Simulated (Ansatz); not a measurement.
Dissociation curve of Li2, singlet.

Computed with full CI/cc-pVQZ, frozen core (Ansatz, a quantum-chemistry and plane-wave program).

Relative to R = 2.68 Å, what are the energies at R = 4.61, 4.91, 6.67, 7.46 Å?

75.4 kJ/mol at 4.61 Å, 83.1 kJ/mol at 4.91 Å, 98.7 kJ/mol at 6.67 Å, 99.8 kJ/mol at 7.46 Å.
